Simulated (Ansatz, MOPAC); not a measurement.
Molecule: C2H3O, net charge -1, singlet state. SMILES: [CH-]1CO1

Atoms: C1, O2, C3, H4, H5, H6. Bonds: C1-O2, C1-C3, C1-H4, O2-C3, C3-H5, C3-H6.

Bond lengths (Å) and angles (degrees) optimised at PM6 with MOPAC; HF/STO-3G with Ansatz (a first-principles code); HF/3-21G with Ansatz; HF/6-31G* with Ansatz, each started from the B3LYP-D3(BJ)/def2-TZVP structure (Ansatz) of the last column. A row stands for all coordinates that are equal there; 9 of 16 kinds are shown. 6-31G* holds six Cartesian d functions. No wavenumbers were computed at HF/STO-3G, so these may be saddle points.

```
coordinate    PM6  HF/STO-3G  HF/3-21G  HF/6-31G*  B3LYP-D3(BJ)/def2-TZVP
----------  -----  ---------  --------  ---------  ----------------------
C1-O2       1.481      1.479     1.602      1.541                   1.576
C1-C3       1.490      1.530     1.531      1.483                   1.496
C1-H4       1.077      1.132     1.116      1.113                   1.119
O2-C3       1.464      1.428     1.454      1.383                   1.402
C3-H5       1.083      1.093     1.086      1.095                   1.104
C3-H6       1.081      1.093     1.084      1.094                   1.101
O2-C1-C3     59.1       56.6      55.3       54.4                    54.2
C1-O2-C3     60.8       63.5      59.9       60.7                    60.0
C1-C3-O2     60.2       59.9      64.8       65.0                    65.8
```

Mean signed difference of all 6 bond lengths from B3LYP-D3(BJ)/def2-TZVP: PM6 -0.020 Å, HF/STO-3G -0.007 Å, HF/3-21G 0.012 Å, HF/6-31G* -0.015 Å.
